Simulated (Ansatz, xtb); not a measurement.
## A geometry optimisation of BFH2Si with r2SCAN-D4/def2-SVP

The starting geometry of this gas-phase singlet has its atoms placed at random; its bonds are those of `[B][SiH2]F`.

```xyz
5

B     0.7080   -0.0692   -1.6560
F    -0.0751    0.8728    0.5663
Si   -0.3406   -0.7131   -0.0807
H    -1.2234    0.3514    0.6473
H    -0.1539   -0.6200    1.2959
```

Task: One run relaxed it with r2SCAN-D4/def2-SVP. What is a likely outcome?

Result: It ends as `[B][SiH2]F`.

The energy falls by 5.15 eV over 15 steps:

| step | E − E(last) (eV) |
| --- | --- |
| 1 | 5.151 |
| 3 | 3.097 |
| 4 | 1.913 |
| 6 | 0.301 |
| 7 | 0.119 |
| 9 | 0.071 |
| 10 | 0.024 |
| 12 | 0.001 |
| 13 | 0.001 |
| 15 | 0.000 |

Final geometry (Å):

```xyz
5

B     0.5077   -0.4264   -1.7113
F     0.3551    1.3658    0.7510
Si   -0.2818   -0.0566    0.2539
H    -1.7751    0.0629    0.2492
H     0.1093   -1.1237    1.2300
```

From the same start GFN2-xTB reaches the same bonding as this run.

From so rough a start the end depends on the optimiser's path, so another program may land elsewhere. No frequencies were run, so the end isn't proven a minimum. Run with Ansatz 0.2.0, 31 s on 1 thread of Intel(R) Xeon(R) Platinum 8259CL CPU @ 2.50GHz (Skylake/Cascade Lake) (shared host).
